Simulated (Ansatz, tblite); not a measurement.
# The cluster Ga₂N₂: charged states by level of theory

One table from this session's results is given with a row withheld; the runs are named, their logs left out.

The runs use Ansatz 0.2.0, Gaussian basis; as each input shows.

Plan: charge +1 doublet, at the geometry of the singlet (PBE0-D4/def2-TZVP, PBE-D4/def2-TZVP, r2SCAN-D4/def2-TZVP, CAM-B3LYP-D4/def2-TZVP, r2SCAN0-D4/def2-TZVP, BHLYP-D4/def2-TZVP, B3LYP-D4/def2-TZVP, LC-ωPBE/def2-TZVP); charge -1 doublet, at the geometry of the singlet (PBE0-D4/def2-TZVPD, PBE-D4/def2-TZVPD, r2SCAN-D4/def2-TZVPD); the starting singlet's energies come from earlier runs.

## The structure

The singlet was relaxed beforehand with PBE-D4/def2-SVP. At that level it is the lowest of the isomers that a small search found.

4 atoms, charge 0, spin multiplicity 1.

Atoms are counted from 1 here; the program's logs count them from 0.

Bond lengths: Ga1–N3 2.182 Å, N3–N4 1.174 Å. Angles: Ga1–N3–N4 159.0°.

Set-up of the first run:

File in.yaml:

```yaml
crystal:
  periodic: [false, false, false]
  atoms:
    - {symbol: Ga, position_ang: [0.597386, 1.598866, 0.989453]}
    - {symbol: Ga, position_ang: [-0.526692, 0.345055, -1.570303]}
    - {symbol: N, position_ang: [0.143957, -0.496730, 0.585033]}
    - {symbol: N, position_ang: [-0.214661, -1.447191, -0.004172]}
basis:
  gaussian: {orbitals: def2-SVP}
total_charge: 1
magnetization: {spin_polarized: true, initial_magnetization: 1}
hamiltonian: {xc: pbe0, dispersion: d4}
output: {orbitals: {seedname: orbitals}}
```

The run is started by

```sh
ansatz run in.yaml --threads 2 --pin off --events-out ev --progress --plain --max-ram 4352MiB
```

Among the steps run: Charge +1 doublet at the fixed geometry, first pass, PBE0-D4/def2-SVP; Charge +1 doublet at the fixed geometry, PBE0-D4/def2-TZVP; Charge +1 doublet at the fixed geometry, PBE-D4/def2-TZVP; Charge +1 doublet at the fixed geometry, r2SCAN-D4/def2-TZVP; Charge +1 doublet at the fixed geometry, CAM-B3LYP-D4/def2-TZVP; Charge +1 doublet at the fixed geometry, r2SCAN0-D4/def2-TZVP; Charge +1 doublet at the fixed geometry, BHLYP-D4/def2-TZVP; Charge +1 doublet at the fixed geometry, B3LYP-D4/def2-TZVP; Charge +1 doublet at the fixed geometry, LC-ωPBE/def2-TZVP.

One table of the session follows, with a row left open; its other results are not shown here.

It belongs to the step «Vertical ionisation energy». Beside −ε(HOMO) of the starting state:

```
                 level  −ε(HOMO) (eV)  by difference (eV)  mismatch (eV)
      PBE-D4/def2-TZVP           3.87                6.47          -2.60
   r2SCAN-D4/def2-TZVP           4.06                6.49          -2.42
    B3LYP-D4/def2-TZVP           4.43                6.43          -2.00
     PBE0-D4/def2-TZVP           4.60                6.37          -1.78
  r2SCAN0-D4/def2-TZVP           4.73                6.39          -1.65
    BHLYP-D4/def2-TZVP              ?                   ?              ?
CAM-B3LYP-D4/def2-TZVP           5.55                6.32          -0.77
     LC-ωPBE/def2-TZVP           6.59                6.25          +0.34
```

Estimate the missing values for BHLYP-D4/def2-TZVP.

**Answer.** −ε(HOMO) (eV): 5.15; by difference (eV): 6.16; mismatch (eV): -1.00. In the column «−ε(HOMO) (eV)» it lies between r2SCAN0-D4/def2-TZVP (4.73) and CAM-B3LYP-D4/def2-TZVP (5.55).

To keep in mind: The anion's highest level is positive in at least one run, so there the basis alone may hold the extra electron.
